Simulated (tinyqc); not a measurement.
MP2 on RHF in the sto-6g basis, frozen core, for H2F+, spin multiplicity 1, step by step. One step of it, computed by the program tinyqc.

Problem. Iteration 8 (converged): orbitals. Diagonalise F' = X^T F X, C = X C', fill 5 alpha and 5 beta electrons from the bottom; D = 2 C_occ C_occ^T. Each column has its largest component positive (the first on a tie).

converged F (hartree), lower triangle:
```
             1F 1s      1F 2s     1F 2px     1F 2py     1F 2pz      2H 1s      3H 1s
1F 1s   -26.957938
1F 2s    -6.531404  -3.530652
1F 2px    0.000000   0.000000  -1.061556
1F 2py    0.000000   0.000000   0.000000  -1.053670
1F 2pz   -0.022761  -0.121312   0.000000   0.000000  -1.048946
2H 1s    -1.343725  -1.318596   0.000000  -0.589117  -0.389244  -0.928672
3H 1s    -1.343725  -1.318596   0.000000   0.589117  -0.389244  -0.422651  -0.928672
```

X, lower triangle:
```
            1F 1s      1F 2s    1F 2px     1F 2py     1F 2pz      2H 1s     3H 1s
1F 1s    1.022822
1F 2s   -0.135987   1.193818
1F 2px   0.000000   0.000000  1.000000
1F 2py   0.000000   0.000000  0.000000   1.094536
1F 2pz  -0.005833   0.064669  0.000000   0.000000   1.024216
2H 1s    0.018252  -0.251823  0.000000  -0.204535  -0.094614   1.155733
3H 1s    0.018252  -0.251823  0.000000   0.204535  -0.094614  -0.082078  1.155733
```

Give: F' = X^T F X; orbital energies; coefficients C; D after iteration 8.

Solution.

F' = X^T F X (hartree), lower triangle:
```
         1       2       3       4       5       6       7
1  -26.539
2   -3.211  -2.177
3    0.000   0.000  -1.062
4    0.000   0.000   0.000  -0.777
5   -0.033   0.037   0.000   0.000  -0.971
6   -0.220  -0.545   0.000  -0.483  -0.263  -0.361
7   -0.220  -0.545   0.000   0.483  -0.263  -0.094  -0.361
```

orbital energies (hartree): MO1 -26.961, MO2 -2.094, MO3 -1.252, MO4 -1.090, MO5 -1.062, MO6 0.003, MO7 0.208

coefficients C:
```
           MO1     MO2     MO3     MO4    MO5     MO6     MO7
1F 1s    0.997  -0.237   0.000   0.059  0.000   0.108   0.000
1F 2s    0.014   0.940   0.000  -0.321  0.000  -0.767   0.000
1F 2px   0.000   0.000   0.000   0.000  1.000   0.000   0.000
1F 2py   0.000   0.000   0.734   0.000  0.000   0.000   0.862
1F 2pz   0.002   0.111   0.000   0.903  0.000  -0.493   0.000
2H 1s   -0.003   0.082   0.331   0.178  0.000   0.781  -0.836
3H 1s   -0.003   0.082  -0.331   0.178  0.000   0.781   0.836
```

D after iteration 8, lower triangle:
```
         1F 1s   1F 2s  1F 2px  1F 2py  1F 2pz   2H 1s  3H 1s
1F 1s    2.107
1F 2s   -0.456   1.972
1F 2px   0.000   0.000   2.000
1F 2py   0.000   0.000   0.000   1.078
1F 2pz   0.058  -0.372   0.000   0.000   1.657
2H 1s   -0.023   0.040   0.000   0.486   0.340   0.296
3H 1s   -0.023   0.040   0.000  -0.486   0.340  -0.142  0.296
```
